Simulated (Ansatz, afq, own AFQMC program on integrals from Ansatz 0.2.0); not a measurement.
**Where AFQMC and coupled cluster stand for BH3, triplet**

```xyz
4

B     0.0000    0.0000    0.0681
H     0.0000    0.7178   -0.9866
H     0.0000    0.0000    1.2424
H     0.0000   -0.7178   -0.9866
```

Basis aug-cc-pVDZ. Noble-gas cores (and the filled d shells of Ga–Kr and In–Xe) are frozen. Integrals, coupled cluster, full CI and functionals: Ansatz 0.2.0; the random walks run on the same integrals in our own AFQMC program. ph-AFQMC/CISD is guided by a CISD state made of CCSD amplitudes; releasing the constraint for a short imaginary time cuts its bias at the price of noise, slowly where states lie close. ± is one standard error of the sampling.

Determinant: UHF, the one that the program's search chose, which needn't be the lowest solution. The geometry is a PBE0/def2-TZVP stationary point of this or a neighbouring charge and spin state.

No full CI on the walks' own integrals is used here; CCSDT(Q) serves as the reference and is uncertain by about the last step of the cluster series.

Cautions: lower spins were not checked.

- T1 diagnostic: 0.0122
- weight of the determinant in the CISD state: 0.936
- ⟨S²⟩ of the determinant: 2.020
- size of the correlated space: 6 electrons in 49 orbitals

```json
{"level": "MP2", "correlation energy (eV)": "-2.4344"}
{"level": "CCSD", "correlation energy (eV)": "-3.0720"}
{"level": "CCSD(T)", "correlation energy (eV)": "-3.1416"}
```

Problem. Estimate where phaseless AFQMC with a CISD trial lies against CCSD(T) on the same integrals.

Solution. 12.2 ± 4.8 meV below CCSD(T).

Reference: CCSDT(Q), correlation energy -3.162 eV. The released energy is read at 1.50 1/Eh (meV from the phaseless value at times in 1/Eh: -2 ± 5 at 0.24, -2 ± 4 at 0.50, -4 ± 4 at 1.00, -7 ± 4 at 1.50).

| level | E − E(reference) (meV) | share of correlation (%) |
| --- | --- | --- |
| CCSD(T) | 19.9 | 99.37 |
| CCSDT | 2.0 | 99.94 |
| ph-AFQMC/CISD | 7.7 ± 4.8 | 99.76 |
| released AFQMC | 0.5 ± 3.8 | 99.98 |

A walk keeps the symmetry of its determinant, which the program's search chose and which needn't be the lowest solution, so a lower state of the same spin and another symmetry isn't excluded. Released energies are given only where the last usable release times agree within the noise; a slower fall can still hide under it.
